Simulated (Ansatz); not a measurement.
Relaxation of C₂H₃O₂ (7 atoms, charge 1, multiplicity 1), to a largest force component of 0.02 eV/Å in at most 50 steps.

The calculation used UKS PBE0/def2-SVP in Ansatz 0.2.0.

```xyz
7
Properties=species:S:1:pos:R:3:forces:R:3
C -0.610 0.984 -0.065 -0.95 0.42 -0.48
O 0.394 0.477 0.407 0.91 -0.11 0.56
C 0.719 -1.050 0.114 -0.42 0.05 -0.27
O -0.014 -1.626 -0.556 -0.10 -0.24 -0.14
H -1.313 0.419 -0.700 0.01 -0.29 -0.08
H -0.820 2.039 0.147 0.12 0.23 0.16
H 1.645 -1.242 0.653 0.42 -0.05 0.26
```

Q: Where does it end, and by what steps?

A: It converged. After 5 steps the energy has fallen by 0.023 eV; H5 moved furthest, 0.04 Å.

| step | energy less start (eV) | largest force component (eV/Å) | accepted |
| --- | --- | --- | --- |
| 0 | 0.0000 | 0.946 | yes |
| 1 | -0.0188 | 0.402 | yes |
| 2 | -0.0041 | 0.554 | no |
| 3 | -0.0230 | 0.067 | yes |
| 4 | -0.0230 | 0.054 | yes |
| 5 | -0.0232 | 0.019 | yes |

```xyz
7
Properties=species:S:1:pos:R:3
C -0.618 0.993 -0.069
O 0.399 0.494 0.419
C 0.710 -1.054 0.107
O -0.027 -1.630 -0.561
H -1.294 0.387 -0.703
H -0.820 2.054 0.154
H 1.650 -1.243 0.652
```

The run took 7 s on 2 threads of AMD EPYC 9R14 (Zen 4), with other jobs on the host, peak memory 0.18 GiB.
